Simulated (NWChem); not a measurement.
Species: DMSO (C2H6OS); SMILES O=S(C)C

```xyz
10

C      0.8168     0.2072     1.3694
S     -0.2308    -0.4596     0.0000
C      0.8168     0.2072    -1.3694
O     -1.5090     0.3575     0.0000
H      0.2834    -0.0410     2.3061
H      1.8202    -0.2624     1.3619
H      0.8776     1.3069     1.2519
H      0.8776     1.3069    -1.2519
H      0.2834    -0.0410    -2.3061
H      1.8202    -0.2624    -1.3619
```
Atoms are numbered in this order, from 1.

All runs: NWChem. Pople sets run with spherical d functions. The geometry was optimised at PBE-D3(BJ)/def2-SVP. Vertical excitations in the gas phase.

**Question.** What does the run give for PBE0/6-31G*, TDA? Quantities: lowest excitation, singlet (eV); lowest state with f > 0.02, singlet (eV); orbital gap (eV).

**Answer.** 
```yaml
lowest excitation, singlet (eV): 6.06
lowest state with f > 0.02, singlet (eV): 6.11
orbital gap (eV): 7.63
```
